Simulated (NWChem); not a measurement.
Correlation energy of C₂H₃O

```
C
H 1 1.1012
H 1 1.1012 2 106.84
H 1 1.1036 2 110.36 3 120.01
C 1 1.5086 2 108.78 3 -117.28
O 5 1.1826 1 128.92 2 -121.98
```
Charge 0, spin multiplicity 2.

Everything below was run with NWChem. Structure: optimised with UB3LYP/def2-SVP, a minimum by its harmonic frequencies.

Basis set: 6-311G**. Each correlation energy counts from its own Hartree-Fock reference.

The correlated methods keep 3 core orbitals frozen. The Pople sets run with spherical d functions. The structure started from a generated list of species. The unpaired electrons of the parent sit in orbitals of symmetry a' (Cs labels of the run); other states weren't searched. No SCF solution was tested for a lower state. Open-shell Hartree-Fock references start from PBE0 orbitals. Coupled-cluster values serve here as a point of comparison, not as the truth.

**Question.** One of these methods gave a correlation energy of -461.7 mHa. Which?
A. UMP2
B. CCSD on ROHF
C. SCS-UMP2
D. CCSD[T] on ROHF

**Answer.** A, UMP2. The others give -452.4 (SCS-UMP2), -487.9 (CCSD on ROHF), -509.3 (CCSD[T] on ROHF).
